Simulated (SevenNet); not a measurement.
**bcc Ta**

Computed with the machine-learned potential SevenNet-l3i5 (trained on PBE and PBE+U data).

Cell: relaxed at this level.

```
Property                             Value
---------------------------  -------------
lattice constant a                 3.322 Å
equilibrium volume per atom  18.33 Å³/atom
vacancy formation energy           2.56 eV
```

Measured, for comparison: lattice constant a 3.299 Å, equilibrium volume per atom 17.95 Å³/atom (static lattice: zero-point anharmonic expansion removed; as tabulated in Mejia-Rodriguez and Trickey (2018), arXiv:1807.09216); vacancy formation energy 2.9 ± 0.4 eV (not corrected to a static lattice, monovacancy, our sources range from 2.65 to 3.00; as tabulated in Mehl and Papaconstantopoulos (1996), arXiv:mtrl-th/9602003). Computed (rounded) less measured: lattice constant a +0.7 %, equilibrium volume per atom +2.1 %, vacancy formation energy not scored (sources differ).

A machine-learned potential is trained on density-functional data: it inherits that level's misses and adds fitting errors of its own.
